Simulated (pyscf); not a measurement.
One insertion on the singlet surface with elements of a group swapped. CCSD(T)/def2-TZVPP + ΔMP2(QZVPP), kcal/mol, from the separated reactants. Structures and frequencies: ωB97X-D3(BJ)/def2-SVP in PySCF. MP2 and CC: frozen core, UHF for open shells. ΔMP2 is the change of the MP2 total energy from the triple- to the quadruple-zeta basis.

```
step                                                   barrier  reaction energy  imaginary mode (i cm⁻¹)
-----------------------------------------------------  -------  ---------------  -----------------------
`[SiH4]` + `[SiH][Cl]` [singlet] → `[SiH3][SiH2][Cl]`      1.7            -45.5                      468
`[SiH4]` + `[F][SiH]` [singlet] -> `[F][SiH2][SiH3]`       3.5            -45.5                      475
```

Row 1: On the reactant side the descent ends in a complex, 7.4 kcal/mol under the separated species and 4.2 kcal/mol under the saddle at ωB97X-D3(BJ)/def2-TZVP. Row 2: On the reactant side the descent ends in a complex, 6.5 kcal/mol under the separated species and 5.0 kcal/mol under the saddle at ωB97X-D3(BJ)/def2-TZVP. Each row is the saddle that its search found. The CCSD(T) − MP2 part came from Ansatz, without density fitting, on the same reference.
